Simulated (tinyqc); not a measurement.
Worked calculation: UHF in the sto-3g basis, for H2O+, spin multiplicity 2. One step of it, computed by the program tinyqc.

Question. Iteration 2: building the Fock matrix. J_ij = sum D_kl (ij|kl) with D = D(alpha) + D(beta), K_ij = sum D_kl (ik|jl) for each spin; F = H + J - K(s); E = tr D H + tr D J / 2 - 0.5 sum_s tr D(s) K(s) + E_nn.

D(alpha) after iteration 1, lower triangle:
```
            1O 1s      1O 2s     1O 2px     1O 2py     1O 2pz     2H 1s     3H 1s
1O 1s    1.063742
1O 2s   -0.277389   1.186687
1O 2px  -0.002234   0.021908   0.999055
1O 2py  -0.007365   0.098767  -0.014053   0.903416
1O 2pz  -0.010738   0.035443   0.012722   0.067342   1.000517
2H 1s    0.015480  -0.069105  -0.006370  -0.036021  -0.020442  0.005341
3H 1s    0.024813  -0.072328  -0.038813  -0.161171   0.010922  0.009281  0.033654
```

D(beta) after iteration 1, lower triangle:
```
            1O 1s      1O 2s     1O 2px     1O 2py     1O 2pz     2H 1s     3H 1s
1O 1s    1.064651
1O 2s   -0.284300   1.227944
1O 2px  -0.006625   0.034370   0.713662
1O 2py   0.008872   0.010786   0.432158   0.293992
1O 2pz  -0.017561   0.078580  -0.066688   0.138018   1.010389
2H 1s    0.014376  -0.060874  -0.022945  -0.016727  -0.020383  0.003995
3H 1s    0.036062  -0.120199  -0.052562  -0.039930  -0.053970  0.008375  0.017840
```

core Hamiltonian H = T + V (hartree), lower triangle:
```
             1O 1s      1O 2s     1O 2px     1O 2py     1O 2pz      2H 1s      3H 1s
1O 1s   -32.775508
1O 2s    -7.625727  -9.383721
1O 2px    0.000000   0.000000  -7.497492
1O 2py    0.000000   0.000000   0.000000  -7.651766
1O 2pz   -0.022787  -0.263079   0.000000   0.000000  -7.620826
2H 1s    -1.949175  -4.049220   0.000000  -2.017059  -1.901874  -5.292527
3H 1s    -1.949175  -4.049220   0.000000   2.017059  -1.901874  -2.022045  -5.292527
```

Two-electron integrals (ij|kl) in chemists' order, unique and non-zero (hartree):
```
(11|11) 4.785065    (21|11) 0.741380    (21|21) 0.136873    (22|11) 1.118947
(22|21) 0.256633    (22|22) 0.817206    (31|31) 0.024477    (32|31) 0.037809
(32|32) 0.180518    (33|11) 1.115814    (33|21) 0.256684    (33|22) 0.817023
(33|33) 0.880159    (41|41) 0.024477    (42|41) 0.037809    (42|42) 0.180518
(43|43) 0.047444    (44|11) 1.115814    (44|21) 0.256684    (44|22) 0.817023
(44|33) 0.785270    (44|44) 0.880159    (51|51) 0.024477    (52|51) 0.037809
(52|52) 0.180518    (53|53) 0.047444    (54|54) 0.047444    (55|11) 1.115814
(55|21) 0.256684    (55|22) 0.817023    (55|33) 0.785270    (55|44) 0.785270
(55|55) 0.880159    (61|11) 0.191358    (61|21) 0.034999    (61|22) 0.065095
(61|33) 0.064974    (61|41) 0.001191    (61|42) 0.002218    (61|44) 0.065179
(61|51) 0.001065    (61|52) 0.001983    (61|54) 0.000184    (61|55) 0.065138
(61|61) 0.009064    (62|11) 0.435871    (62|21) 0.101090    (62|22) 0.352956
(62|33) 0.347225    (62|41) 0.005603    (62|42) 0.041645    (62|44) 0.356600
(62|51) 0.005010    (62|52) 0.037235    (62|54) 0.008382    (62|55) 0.354720
(62|61) 0.026288    (62|62) 0.184041    (63|31) 0.010931    (63|32) 0.062330
(63|43) 0.008794    (63|53) 0.007863    (63|63) 0.027189    (64|11) 0.224320
(64|21) 0.052734    (64|22) 0.196707    (64|33) 0.187654    (64|41) 0.013517
(64|42) 0.084537    (64|44) 0.210442    (64|51) 0.002312    (64|52) 0.019855
(64|54) 0.012513    (64|55) 0.191812    (64|61) 0.014359    (64|62) 0.124598
(64|64) 0.110654    (65|11) 0.200568    (65|21) 0.047150    (65|22) 0.175879
(65|33) 0.167785    (65|41) 0.002312    (65|42) 0.019855    (65|44) 0.172435
(65|51) 0.012998    (65|52) 0.080083    (65|54) 0.012952    (65|55) 0.187228
(65|61) 0.012838    (65|62) 0.111405    (65|64) 0.074627    (65|65) 0.093915
(66|11) 0.554026    (66|21) 0.130574    (66|22) 0.519728    (66|33) 0.498538
(66|41) 0.009932    (66|42) 0.099398    (66|44) 0.533523    (66|51) 0.008880
(66|52) 0.088874    (66|54) 0.031281    (66|55) 0.526507    (66|61) 0.034311
(66|62) 0.331269    (66|64) 0.256424    (66|65) 0.229273    (66|66) 0.774606
(71|11) 0.191358    (71|21) 0.034999    (71|22) 0.065095    (71|33) 0.064974
(71|41) -0.001191   (71|42) -0.002218   (71|44) 0.065179    (71|51) 0.001065
(71|52) 0.001983    (71|54) -0.000184   (71|55) 0.065138    (71|61) 0.008941
(71|62) 0.025562    (71|64) 0.012676    (71|65) 0.012488    (71|66) 0.032967
(71|71) 0.009064    (72|11) 0.435871    (72|21) 0.101090    (72|22) 0.352956
(72|33) 0.347225    (72|41) -0.005603   (72|42) -0.041645   (72|44) 0.356600
(72|51) 0.005010    (72|52) 0.037235    (72|54) -0.008382   (72|55) 0.354720
(72|61) 0.025562    (72|62) 0.154659    (72|64) 0.071258    (72|65) 0.091292
(72|66) 0.235200    (72|71) 0.026288    (72|72) 0.184041    (73|31) 0.010931
(73|32) 0.062330    (73|43) -0.008794   (73|53) 0.007863    (73|63) 0.022273
(73|73) 0.027189    (74|11) -0.224320   (74|21) -0.052734   (74|22) -0.196707
(74|33) -0.187654   (74|41) 0.013517    (74|42) 0.084537    (74|44) -0.210442
(74|51) -0.002312   (74|52) -0.019855   (74|54) 0.012513    (74|55) -0.191812
(74|61) -0.012676   (74|62) -0.071258   (74|64) -0.010836   (74|65) -0.041003
(74|66) -0.093104   (74|71) -0.014359   (74|72) -0.124598   (74|74) 0.110654
(75|11) 0.200568    (75|21) 0.047150    (75|22) 0.175879    (75|33) 0.167785
(75|41) -0.002312   (75|42) -0.019855   (75|44) 0.172435    (75|51) 0.012998
(75|52) 0.080083    (75|54) -0.012952   (75|55) 0.187228    (75|61) 0.012488
(75|62) 0.091292    (75|64) 0.041003    (75|65) 0.075350    (75|66) 0.153203
(75|71) 0.012838    (75|72) 0.111405    (75|74) -0.074627   (75|75) 0.093915
(76|11) 0.201507    (76|21) 0.047173    (76|22) 0.178615    (76|33) 0.174257
(76|44) 0.177301    (76|51) 0.003688    (76|52) 0.032416    (76|55) 0.184098
(76|61) 0.012175    (76|62) 0.093577    (76|64) 0.054184    (76|65) 0.063693
(76|66) 0.174505    (76|71) 0.012175    (76|72) 0.093577    (76|74) -0.054184
(76|75) 0.063693    (76|76) 0.057232    (77|11) 0.554026    (77|21) 0.130574
(77|22) 0.519728    (77|33) 0.498538    (77|41) -0.009932   (77|42) -0.099398
(77|44) 0.533523    (77|51) 0.008880    (77|52) 0.088874    (77|54) -0.031281
(77|55) 0.526507    (77|61) 0.032967    (77|62) 0.235200    (77|64) 0.093104
(77|65) 0.153203    (77|66) 0.376875    (77|71) 0.034311    (77|72) 0.331269
(77|74) -0.256424   (77|75) 0.229273    (77|76) 0.174505    (77|77) 0.774606
```

nuclear repulsion = 9.67112623 hartree

Give: Coulomb J; exchange K(alpha); exchange K(beta); F(alpha); F(beta); total energy of this density.

Answer.

Coulomb J (hartree), lower triangle:
```
         1O 1s   1O 2s  1O 2px  1O 2py  1O 2pz  2H 1s  3H 1s
1O 1s   17.372
1O 2s    3.266   7.938
1O 2px   0.001   0.005   7.938
1O 2py   0.002  -0.002   0.041   7.891
1O 2pz   0.003   0.014  -0.007   0.013   7.962
2H 1s    0.835   3.337   0.008   1.815   1.641  4.734
3H 1s    0.835   3.339  -0.008  -1.819   1.639  1.655  4.752
```

exchange K(alpha) (hartree), lower triangle:
```
        1O 1s  1O 2s  1O 2px  1O 2py  1O 2pz  2H 1s  3H 1s
1O 1s   4.919
1O 2s   0.852  1.425
1O 2px  0.000  0.003   1.176
1O 2py  0.003  0.005  -0.005   1.143
1O 2pz  0.000  0.010   0.003   0.011   1.173
2H 1s   0.229  0.579  -0.003   0.253   0.244  0.384
3H 1s   0.231  0.594  -0.008  -0.315   0.256  0.232  0.468
```

exchange K(beta) (hartree), lower triangle:
```
         1O 1s  1O 2s  1O 2px  1O 2py  1O 2pz  2H 1s  3H 1s
1O 1s    4.897
1O 2s    0.818  1.253
1O 2px  -0.003  0.001   0.895
1O 2py   0.007  0.000   0.366   0.548
1O 2pz  -0.001  0.010  -0.069   0.113   1.112
2H 1s    0.219  0.508   0.064   0.142   0.252  0.325
3H 1s    0.217  0.489  -0.115  -0.108   0.189  0.221  0.285
```

F(alpha) (hartree), lower triangle:
```
          1O 1s   1O 2s  1O 2px  1O 2py  1O 2pz   2H 1s   3H 1s
1O 1s   -20.322
1O 2s    -5.213  -2.871
1O 2px    0.001   0.002  -0.735
1O 2py   -0.001  -0.007   0.046  -0.903
1O 2pz   -0.019  -0.258  -0.010   0.002  -0.833
2H 1s    -1.343  -1.291   0.010  -0.455  -0.505  -0.943
3H 1s    -1.345  -1.305   0.000   0.513  -0.518  -0.599  -1.008
```

F(beta) (hartree), lower triangle:
```
          1O 1s   1O 2s  1O 2px  1O 2py  1O 2pz   2H 1s   3H 1s
1O 1s   -20.301
1O 2s    -5.178  -2.699
1O 2px    0.004   0.003  -0.454
1O 2py   -0.005  -0.003  -0.325  -0.308
1O 2pz   -0.019  -0.258   0.062  -0.100  -0.771
2H 1s    -1.333  -1.221  -0.057  -0.344  -0.513  -0.884
3H 1s    -1.331  -1.199   0.108   0.307  -0.452  -0.588  -0.825
```

total energy of this density = -73.98619 hartree
